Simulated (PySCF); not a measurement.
Beryllium: a sound run and one with changed settings

Sound run: Be [He] 2s2, Be⁺ [He] 2s1. All numbers are calculated (PySCF 2.14, scalar relativity by spin-free X2C-1e, in x2c-TZVPall). The sound run starts from symmetry-adapted Hartree-Fock orbitals and uses a fine grid where one is needed.

Changed run: 6 angular points. This setting is unsound on purpose.

```
species  method  sound run (hartree)  changed run (hartree)  converged
     Be     UHF            -14.57508              -14.57508        yes
     Be   M06-L            -14.66401              -14.66401        yes
     Be     LDA            -14.44817              -14.44817        yes
    Be⁺     UHF            -14.27950              -14.27950        yes
    Be⁺   M06-L            -14.33648              -14.33648        yes
    Be⁺     LDA            -14.11663              -14.11663        yes
```

Ionisation energy of Be:

| method | sound run (eV) | changed run (eV) |
| --- | --- | --- |
| UHF | 8.043 | 8.043 |
| M06-L | 8.913 | 8.913 |
| LDA | 9.022 | 9.022 |

Here the setting changes nothing at the digits shown.

For comparison, NIST gives 9.323 eV between the lowest levels.
